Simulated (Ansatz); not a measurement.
# CH2S2 (SMILES S=CS): one structure at several levels

An exercise on one series of results from a longer session: the logs are not shown, and one member is left open.

The runs use Ansatz 0.2.0, Gaussian basis; single points in def2-TZVPP.

Cores are frozen in the correlated methods.

## The starting structure

SMILES `S=CS`, 5 atoms, charge 0, spin multiplicity 1.

Atoms are counted from 1 here; the program's logs count them from 0.

Bond lengths: S1–C2 1.622 Å, C2–S3 1.722 Å, C2–H4 1.090 Å, S3–H5 1.333 Å. Angles: S1–C2–S3 123.8°, S1–C2–H4 121.0°, S3–C2–H4 115.1°, C2–S3–H5 98.0°.

Coordinates:

```xyz
5
CH2S2
S    -1.3868   -0.7722    1.2946
C    -0.4166   -0.2395    0.1094
S     1.0544    0.6133    0.3842
H    -0.6740   -0.3926   -0.9383
H     1.3908    0.8185   -0.8894
```

Set-up of the first run:

File run/in.yaml:

```yaml
crystal:
  periodic: [false, false, false]
  atoms:
    - {symbol: S, position_ang: [-1.386800, -0.772200, 1.294600]}
    - {symbol: C, position_ang: [-0.416600, -0.239500, 0.109400]}
    - {symbol: S, position_ang: [1.054400, 0.613300, 0.384200]}
    - {symbol: H, position_ang: [-0.674000, -0.392600, -0.938300]}
    - {symbol: H, position_ang: [1.390800, 0.818500, -0.889400]}
basis:
  gaussian: {orbitals: def2-TZVPP}
correlation: {method: ccsd_t}
output: {forces: true}
```

The command line of these runs was not kept.

Steps of the session up to this table: CCSD(T)/def2-TZVPP; PBE0-D4/def2-TZVPP; wB97M-V/def2-TZVPP; r2SCAN-D4/def2-TZVPP; PBE-D4/def2-TZVPP; wB97X-V/def2-TZVPP; r2SCANh-D4/def2-TZVPP.

One of the session's tables, all rows but one given; the rest of the session is left out.

| method | RMS force component (eV/Å) | angle to CCSD(T) forces (°) | dipole (D) |
| --- | --- | --- | --- |
| CCSD(T) | 0.213 | reference | 2.70 |
| PBE0-D4 | 0.188 | 74.4 | 2.95 |
| wB97M-V | 0.220 | 63.0 | 2.87 |
| r2SCAN-D4 | ? | ? | ? |
| PBE-D4 | 0.273 | 49.1 | 2.85 |
| wB97X-V | 0.223 | 70.0 | 2.99 |
| r2SCANh-D4 | 0.165 | 64.4 | 3.02 |

**Question.** Estimate the row for r2SCAN-D4.

**Answer.** RMS force component (eV/Å): 0.171; angle to CCSD(T) forces (°): 49.9; dipole (D): 3.01. In the column «RMS force component (eV/Å)» it lies between r2SCANh-D4 (0.165) and PBE0-D4 (0.188).
